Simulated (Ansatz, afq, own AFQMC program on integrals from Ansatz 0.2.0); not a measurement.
B$_{2}$SiH, quartet: a scan with AFQMC

```xyz
4

B     0.0000   -0.3807    2.1502
B     0.0000    0.4056    0.7804
Si    0.0000   -0.0675   -1.1591
H     0.0000    1.6127    0.8640
```

The B2–Si3 distance is changed with both sides rigid. Energies in kJ/mol count from this geometry (1.996 Å) at the same level; the start stands on UHF, each point on the determinant named.

Basis cc-pVDZ. Noble-gas cores (and the filled d shells of Ga–Kr and In–Xe) are frozen. Integrals, coupled cluster, full CI and functionals: Ansatz 0.2.0; the random walks run on the same integrals in our own AFQMC program. ph-AFQMC/CISD is guided by a CISD state made of CCSD amplitudes; releasing the constraint for a short imaginary time cuts its bias at the price of noise, slowly where states lie close. Uncertainties: one standard error, sampling alone.

Cautions, each for one point or more: CCSDT(Q) on the ROHF determinant differs, by its state or its frozen core; an unrestricted solution with more broken spin lies lower; higher spins were not checked; lower spins were not checked; raised T1 diagnostic; strong correlation; unrestricted determinant slightly spin contaminated; unrestricted determinant spin contaminated; walk and cluster series may follow different spin states.

| r(B2–Si3) / Å | det. | T1 | weight | ⟨S²⟩ | PBE0 | wB97M-V | CCSD(T) |
| --- | --- | --- | --- | --- | --- | --- | --- |
| 1.824 | UHF | 0.044 | 0.82 | 3.85 | 26.2 | 25.7 | 33.4 |
| 2.156 | UHF | 0.043 | 0.82 | 3.83 | 9.3 | 9.3 | 4.3 |
| 2.712 | UHF | 0.044 | 0.80 | 3.83 | 117.1 | 118.9 | 100.5 |
| 3.602 | UHF¶ | 0.056 | 0.78 | 4.61 | 253.5§ | 260.2§ | 227.8 |

(1) Estimate the curve of phaseless AFQMC with a CISD trial, counted from the same start.

Answers

(1) 
```json
{"r(B2–Si3) / Å": "1.824", "det.": "UHF", "T1": "0.044", "weight": "0.82", "⟨S²⟩": "3.85", "ph-AFQMC/CISD": "32.6 ± 2.3", "CCSDT(Q)": "33.7"}
{"r(B2–Si3) / Å": "2.156", "det.": "UHF", "T1": "0.043", "weight": "0.82", "⟨S²⟩": "3.83", "ph-AFQMC/CISD": "2.9 ± 2.3", "CCSDT(Q)": "4.2"}
{"r(B2–Si3) / Å": "2.712", "det.": "UHF", "T1": "0.044", "weight": "0.80", "⟨S²⟩": "3.83", "ph-AFQMC/CISD": "100.7 ± 2.6", "CCSDT(Q)": "97.9"}
{"r(B2–Si3) / Å": "3.602", "det.": "UHF¶", "T1": "0.056", "weight": "0.78", "⟨S²⟩": "4.61", "ph-AFQMC/CISD": "223.9 ± 2.2", "CCSDT(Q)": "212.3"}
```

Weight is that of the determinant in the CISD state; at the start T1 is 0.044 and the weight 0.82, and ⟨S²⟩ is 3.80. ¶ marks points with a poor determinant and no full CI, where no value is sure; they don't count among the departures. § marks a functional whose ⟨S²⟩ is too high by over 0.1. Largest departures from phaseless AFQMC with a CISD trial: CCSD(T) 1.4 kJ/mol at 2.156 (on UHF) (within the noise), CCSDT(Q) -2.8 kJ/mol at 2.712 (on UHF) (within the noise), PBE0 16.4 kJ/mol at 2.712, wB97M-V 18.3 kJ/mol at 2.712. The walk's constraint bias lies outside its error bars, so these are departures and not errors. Functionals count only at points shown to share the start's state and spin. In this small basis the wave-function levels are far from their limit, so their gap to the functionals isn't the functionals' error. In total energy ph-AFQMC/CISD lies 46 ± 18 meV above CCSDT(Q) at the start, so its agreement along the curve rests in part on cancellation.

CCSDT and higher add their correlation energy to the determinant of the CCSD(T) run, since their own runs factorise the integrals more tightly (a shift of under 2 meV). A walk keeps the symmetry of its determinant, which the program's search chose and which needn't be the lowest solution, so a lower state of the same spin and another symmetry isn't excluded.
